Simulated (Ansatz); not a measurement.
Geometry optimisation, RKS PBE-D4/def2-SVP in Ansatz 0.2.0.

input.yaml

```yaml
crystal:
  periodic: [false, false, false]
  atoms:
    - { symbol: O, position_ang: [-1.5958, 0.5143, 0.3362] }
    - { symbol: C, position_ang: [-0.7458, -0.1379, -0.5297] }
    - { symbol: "N", position_ang: [0.1415, -0.9897, 0.2002] }
    - { symbol: C, position_ang: [1.1455, 0.1069, 0.6184] }
    - { symbol: S, position_ang: [0.693, 0.8512, -0.9929] }
    - { symbol: H, position_ang: [-1.8678, 1.3684, -0.1897] }
    - { symbol: H, position_ang: [-1.84997, -0.19287, 0.98072] }
    - { symbol: H, position_ang: [0.6905, -1.6038, -0.4316] }
    - { symbol: H, position_ang: [0.7478, 0.6751, 1.5455] }
    - { symbol: H, position_ang: [2.1131, -0.2082, 0.7943] }
basis:
  gaussian: { orbitals: def2-SVP }
hamiltonian:
  xc: pbe
  dispersion: d4
relax:
  f_tol: 0.02
  max_steps: 50
```

Run as:

```bash
$ ansatz run input.yaml --threads 2 --pin off --max-ram 3072MiB --backend cpu --events-out ev --progress --plain --runs-dir out
```

Task: Where does it end, and by what steps?

Result: The forces met the threshold. After 24 steps the energy has fallen by 4.315 eV; C2 moved furthest, 1.19 Å. Parted: O1–C2.

| step | energy less start (eV) | largest force component (eV/Å) | accepted |
| --- | --- | --- | --- |
| 0 | 0.0000 | 6.234 | yes |
| 1 | -1.3385 | 3.167 | yes |
| 2 | -2.1209 | 1.205 | yes |
| 3 | -2.5613 | 1.364 | yes |
| 4 | -3.1052 | 2.033 | yes |
| 5 | -3.4142 | 2.391 | yes |
| 6 | -3.6885 | 2.089 | yes |
| 7 | -3.8506 | 1.710 | yes |
| 8 | -4.0594 | 0.720 | yes |
| 9 | -4.1012 | 2.099 | yes |
| 10 | -4.1911 | 0.877 | yes |
| 11 | -4.2267 | 1.178 | yes |
| 12 | -4.2569 | 0.981 | yes |
| 13 | -4.3021 | 0.210 | yes |
| 14 | -4.2781 | 0.492 | no |
| 15 | -4.3094 | 0.097 | yes |
| 16 | -4.3024 | 0.484 | no |
| 17 | -4.3123 | 0.132 | yes |
| 18 | -4.3131 | 0.166 | yes |
| 19 | -4.3137 | 0.152 | yes |
| 20 | -4.3141 | 0.051 | yes |
| 21 | -4.3147 | 0.069 | yes |
| 22 | -4.3148 | 0.056 | yes |
| 23 | -4.3148 | 0.041 | yes |
| 24 | -4.3149 | 0.018 | yes |

```xyz
10
Properties=species:S:1:pos:R:3
O -1.908 0.800 1.044
C 0.011 -0.595 -1.323
N 0.508 -1.012 -0.146
C 1.051 0.148 0.517
S 0.617 1.114 -1.008
H -1.504 1.287 0.294
H -2.281 0.024 0.583
H 0.411 -1.961 0.237
H 0.432 0.471 1.380
H 2.135 0.108 0.753
```

Time of the run: 52 s on 2 threads of Arm Neoverse V1, on a shared host, peak memory 0.15 GiB.
